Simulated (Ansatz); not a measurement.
# BCl2 radical: how energies converge with the basis set

One table from this session's results is given with a row withheld; the runs are named, their logs left out.

Method: one geometry, several basis sets; program: Ansatz 0.2.0, Gaussian basis.

Plan: PBE0-D4/def2-SVP; ωB97M-V/def2-SVP; PBE0-D4/def2-QZVPP; ωB97M-V/def2-QZVPP; CCSD(T)/cc-pV(D+d)Z; CCSD(T)/cc-pV(T+d)Z; CCSD(T)/cc-pV(Q+d)Z; the functionals' def2-TZVPP values are taken from earlier runs.

**The relaxed structure**

An earlier PBE0-D4 in a triple-zeta def2 set relaxation fixed the geometry.

3 atoms, charge 0, spin multiplicity 2.

Atoms are counted from 1 here; the program's logs count them from 0.

Bond lengths: Cl1–B2 1.720 Å, B2–Cl3 1.720 Å. Angles: Cl1–B2–Cl3 125.4°.

Geometry (Å):

```xyz
3

Cl    0.3715   -1.5256    0.0300
B    -0.4639   -0.0503   -0.2569
Cl    0.0815    1.5111    0.2137
```

Set-up of the first run:

in.yaml

```yaml
crystal:
  periodic: [false, false, false]
  atoms:
    - {symbol: Cl, position_ang: [0.371479, -1.525645, 0.029984]}
    - {symbol: B, position_ang: [-0.463865, -0.050269, -0.256925]}
    - {symbol: Cl, position_ang: [0.081486, 1.511114, 0.213740]}
basis:
  gaussian: {orbitals: def2-SVP}
magnetization: {spin_polarized: true, initial_magnetization: 1}
hamiltonian: {xc: pbe0, dispersion: d4}
output: {orbitals: {seedname: orbitals}}
```

Launch:

```sh
> ansatz run in.yaml --threads 2 --pin off --events-out ev --progress --plain --max-ram 32768MiB --backend cpu
```

Among the steps run: PBE0-D4 in def2-SVP; ωB97M-V in def2-SVP; PBE0-D4 in def2-QZVPP; ωB97M-V in def2-QZVPP.

One table of the session follows, with a row left open; its other results are not shown here.

It belongs to the step «Functionals by basis». 

```
functional       basis  HOMO (eV)  LUMO (eV)
   PBE0-D4    def2-SVP      -6.27      -1.74
   PBE0-D4  def2-TZVPP          ?          ?
   PBE0-D4  def2-QZVPP      -6.46      -2.03
   ωB97M-V    def2-SVP      -8.05      -0.05
   ωB97M-V  def2-TZVPP      -8.25      -0.46
   ωB97M-V  def2-QZVPP      -8.30      -0.54
```

**Question.** Estimate the row for PBE0-D4, def2-TZVPP.

As computed: HOMO (eV): -6.43; LUMO (eV): -1.97. In the column «HOMO (eV)» it lies between PBE0-D4, def2-QZVPP (-6.46) and PBE0-D4, def2-SVP (-6.27).
